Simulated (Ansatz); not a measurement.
Ansatz (a program for electronic structure) input (HF/3-21G): The .json file is the Basis Set Exchange's 3-21G.

Ansatz 0.2 input:
```yaml
crystal:
  periodic: [false, false, false]
  atoms:
    - {symbol: C, position_ang: [-0.01282283, 1.36671281, -0.16168838]}
    - {symbol: O, position_ang: [0.00431176, 0.04516786, 0.62268683]}
    - {symbol: C, position_ang: [0.00810093, -1.11418688, -0.18019497]}
    - {symbol: H, position_ang: [0.85631475, 1.25074350, -0.86492207]}
    - {symbol: H, position_ang: [-0.89037116, 1.23591381, -0.85175155]}
    - {symbol: H, position_ang: [0.02045721, -2.00519794, 0.45524796]}
    - {symbol: H, position_ang: [-0.87213588, -1.18641505, -0.82778020]}
    - {symbol: H, position_ang: [0.87957238, -1.17154272, -0.84098859]}
basis:
  gaussian:
    orbitals: 3-21G.json
hamiltonian:
  xc: {name: HF}
total_charge: -1
phonons: {temperatures: {t_min: 298.15, t_max: 298.15, t_step: 100}}
```

Task: Which harmonic wavenumbers does it give?

Result: 241, 342, 437, 802, 1097, 1243, 1253, 1327, 1336, 1598, 1638, 1670, 1705, 2750, 2755, 3065, 3066, 3084 cm⁻¹ (unscaled; negative means imaginary).
